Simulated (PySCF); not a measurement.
PySCF was given this input:
```python
from pyscf import gto, scf, mp

mol = gto.M(
    atom='''
C    -0.562046    0.174934   -0.262165
C     0.634860   -0.027045    0.107002
H    -1.598383   -0.210799    0.039867
H     1.161498   -0.676533    0.891111
''',
    basis='def2-sv(p)',
    charge=0,
    spin=2,
    verbose=5,
)

mf = scf.UHF(mol)
mf.kernel()

pt = mp.MP2(mf)
pt.kernel()
print('E(MP2) = %.10f' % pt.e_tot)
mf.analyze()
```

**Question.** Give the SCF-reference <S^2> at the level PySCF with MP2/def2-SV(P).

**Answer.** 2.004

**Question.** Estimate the number of basis functions that MP2/def2-SV(P) returns for this input.

**Answer.** 32

**Question.** Predict the nuclear repulsion energy from MP2/def2-SV(P).

**Answer.** 23.5685 Eh

**Question.** Give the SCF-reference HOMO energy at the level MP2/def2-SV(P).

**Answer.** -9.29 eV

**Question.** Give the MP2 correlation energy at the level MP2/def2-SV(P).

**Answer.** -0.1978 Eh

These values belong to the state on which the SCF converged, which isn't shown to be the lowest.
